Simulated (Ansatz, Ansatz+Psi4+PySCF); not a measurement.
```xyz
3

F     0.0000    1.1106   -0.2737
O     0.0000    0.0000    0.6159
F     0.0000   -1.1106   -0.2737
```

Basis set: cc-pVTZ (spherical functions). Frozen core: 3 orbitals. Charge 0, multiplicity 1.

Computed with Ansatz (development build ahead of 0.2.0); free ground-state atoms in the same class of orbitals, no zero-point energy, no relativity.

The atomization energy of singlet OF₂ from measured heats of formation, zero-point and thermal terms removed is 4.029 eV (G2/97 set, Curtiss et al., J. Chem. Phys. 106, 1063 (1997), as shipped with ASE); it holds spin-orbit and other relativistic effects.

How far do RHF-CCSD(T), RHF-CCSD, RHF-MP2 miss it in this basis?

| method | atomization energy (eV) | computed − measured (eV) |
| --- | --- | --- |
| RHF-CCSD(T) | 3.663 | -0.366 |
| RHF-CCSD | 3.115 | -0.914 |
| RHF-MP2 | 4.084 | 0.055 |

Caution: unrestricted orbitals would lower the determinant.
